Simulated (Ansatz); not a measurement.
## Voigt–Reuss–Hill shear modulus of hcp Sc at several levels of theory

No measured value is used here.

```csv
level (code),value (GPa),cell (Å³/atom)
LDA (Ansatz),___,22.53
PBE (Ansatz),32.1,24.65
PBEsol (Ansatz),34.1,23.65
r²SCAN (Ansatz),27.6,24.92
HSE06 (Ansatz),25.3,25.25
```

**Question.** What belongs in the gaps?

**Answer.** 
- LDA (Ansatz, a first-principles code), value (GPa): 36.4

HSE06: hybrids on metals are sensitive to the k mesh. Each level is taken at its own relaxed cell. Cutoffs and k meshes differ between the levels. Ansatz's density-functional and Hartree–Fock values are scalar-relativistic unless marked +SOC, with PAW data made under PBE.
